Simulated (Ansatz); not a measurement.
## How far a parabola holds: energy against volume of fcc Rh

System: fcc Rh. Method: RPBE in Ansatz (PAW). Numerical settings: plane-wave cutoff 520 eV, 24×24×24 k mesh, Fermi–Dirac smearing 0.05 eV, no spin polarisation, scalar-relativistic PAW data made under PBE. The cell has no free parameter but its volume, all volumes share cutoff and mesh, and the runs aren't spin-polarised. Energies are free energies at the run's smearing, counted from the lowest row; static lattice.

| V (Å³/atom) | E (meV/atom) |
|---|---|
| 13.446 | ? |
| 13.732 | 18.52 |
| 14.018 | 4.44 |
| 14.304 | 0.00 |
| 14.590 | 4.06 |
| 14.876 | 15.61 |

**Question.** Using a parabola, estimate the missing E at V = 13.446 from the other rows, showing the fit.

**Answer.** With u = V - 14.3, the rows have u = -0.5680, -0.2820, 0.0040, 0.2900, 0.5760. Least squares gives E = -0.002 - 2.585·u + 52.186·u². Residuals (row less fit): 0.217, -0.437, 0.012, 0.423, -0.213; standard error 0.481 (degrees of freedom: 2). The fitted curve has its minimum at V = 14.3, where E = -0.03. Its curvature is d²E/dV² = 2 × 52.186 meV/Å⁶, so B = V0·d²E/dV² × 0.1602 = 240 GPa. At the withheld row, u = -0.8540, so E = -0.002 - 2.585 × (-0.8540) + 52.186 × (-0.8540)² = 40.266 meV/atom. The calculation gives 43.52 meV/atom, 3.254 meV/atom above the prediction (7.5 % of the range of E in the table). The row lies outside the fitted rows, so this is an extrapolation. From the scatter of the fitted rows alone, a prediction at this place has a standard error of 1.138 meV/atom, so the miss is 2.9 times that.

The residuals are curvature that a parabola lacks, not noise. A solid that stiffens under compression and softens on expansion lies above the parabola at the compressed end and under it at the expanded end, as this row does. A third-order Birch-Murnaghan fit to the whole scan has B0 = 238 GPa. Only scans are tabulated whose curvature falls smoothly with volume, and where the parabola meets the shown rows within 5 % of their range and misses the end by 0.1 meV or more.

Measured, for comparison: bulk modulus 271 GPa (corrected for temperature and zero-point phonon effects, sources range from 271 to 289; as tabulated in Levämäki et al. (2014), arXiv:1402.3671). Computed less measured: bulk modulus -12 % (-12 % to -18 % over the range).

Ansatz is a quantum-chemistry and plane-wave program.
